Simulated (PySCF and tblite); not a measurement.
Results of a calculation; reference values are marked as such.
C2H4F2, numbered as in [F:1][CH2:2][CH2:3][F:4]. Free energies: PBE0-D3(BJ)/def2-TZVP on PBE0-D3(BJ)/def2-SVP structures plus GFN2-xTB thermal terms, symmetry and mirror images included. Conformers within 4 kcal/mol (GFN2-xTB free energy) were kept, 5 at most. GIAO shieldings: PBE0/pcSseg-1. Shifts are against TMS (¹H), TMS (¹³C), CFCl3 (¹⁹F) at the same level. Run with PySCF (density fitting) and tblite.

Torsions listed: F1–C2–C3–F4. Of a mirror pair one member is shown.

```tsv
conformer	shape	point group	mirror pair	ΔE(DFT)	Δ(G−E) at 323.15 K	δ F1/F4 (ppm)
1	71°	C2	yes	0.00	0.00	-239.7
2	180°	C2h	no	1.11	-0.01	-264.2
```

Energies in kcal/mol; the thermal term leaves out symmetry numbers and mirror images.

**Question.** Work out the weights at 323.15 K and the ¹⁹F shift of F1/F4 under fast exchange.

**Answer.** RT = 0.642 kcal/mol. Each conformer gets RT ln(σ/g), with σ the rotational symmetry number and g = 2 for a mirror pair: 1: σ = 2, g = 2, G = 0.00 + 0.00 + 0.00 = 0.00, 0.00 above the lowest, exp(−ΔG/RT) = 1.000; 2: σ = 2, g = 1, G = 1.11 − 0.01 + 0.45 = 1.54, 1.54 above the lowest, exp(−ΔG/RT) = 0.090. The sum is 1.090, so the weights are 91.7, 8.3 %. The averaged shift is -241.8 ppm. At 298.15 K it is -241.5 ppm. At 298.15 K the leading conformer alone gives -239.7 ppm and bare DFT energies give -243.0 ppm.

Unscaled ¹⁹F shifts at such levels can be off by tens of ppm; differences between conformers or isomers are more reliable.
